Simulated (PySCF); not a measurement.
## Sulfur: a sound run and one with changed settings

Sound run: S [Ne] 3s2 3p4, S⁺ [Ne] 3s2 3p3. Calculation: PySCF 2.14, in pcseg-2 (5s4p2d1f, 34 functions); the non-relativistic Hamiltonian (point nucleus). In the sound run the correlated levels freeze [Ne]. The sound run starts from symmetry-adapted Hartree-Fock orbitals and uses a fine grid where one is needed.

Changed run: the spin-free X2C one-electron Hamiltonian (Gaussian nucleus). This setting is unsound on purpose.

```json
{"species": "S", "method": "UHF", "sound run (hartree)": "-397.50176", "changed run (hartree)": "-398.47385", "converged": "yes"}
{"species": "S", "method": "M06-L", "sound run (hartree)": "-398.10733", "changed run (hartree)": "-399.08118", "converged": "yes"}
{"species": "S", "method": "M06-2X", "sound run (hartree)": "-398.10198", "changed run (hartree)": "-399.07745", "converged": "yes"}
{"species": "S", "method": "MP2", "sound run (hartree)": "-397.60962", "changed run (hartree)": "-398.58179", "converged": "yes"}
{"species": "S", "method": "CCSD(T)", "sound run (hartree)": "-397.63551", "changed run (hartree)": "-398.60765", "converged": "yes"}
{"species": "S⁺", "method": "UHF", "sound run (hartree)": "-397.16238", "changed run (hartree)": "-398.13493", "converged": "yes"}
{"species": "S⁺", "method": "M06-L", "sound run (hartree)": "-397.73191", "changed run (hartree)": "-398.70605", "converged": "yes"}
{"species": "S⁺", "method": "M06-2X", "sound run (hartree)": "-397.71897", "changed run (hartree)": "-398.69488", "converged": "yes"}
{"species": "S⁺", "method": "MP2", "sound run (hartree)": "-397.24793", "changed run (hartree)": "-398.22050", "converged": "yes"}
{"species": "S⁺", "method": "CCSD(T)", "sound run (hartree)": "-397.27021", "changed run (hartree)": "-398.24273", "converged": "yes"}
```

Ionisation energy of S:

| method | sound run (eV) | changed run (eV) |
| --- | --- | --- |
| UHF | 9.235 | 9.222 |
| M06-L | 10.216 | 10.208 |
| M06-2X | 10.422 | 10.410 |
| MP2 | 9.842 | 9.831 |
| SCS-MP2 | 9.919 | 9.908 |
| CCSD | 9.923 | 9.913 |
| CCSD(T) | 9.940 | 9.930 |

Most of the change in total energy is the relativistic energy itself. On top of that the contraction fixes the core shape for the Hamiltonian it was made with, so the changed run is not a good calculation with the other Hamiltonian either.

For comparison, NIST gives 10.360 eV between the lowest levels.
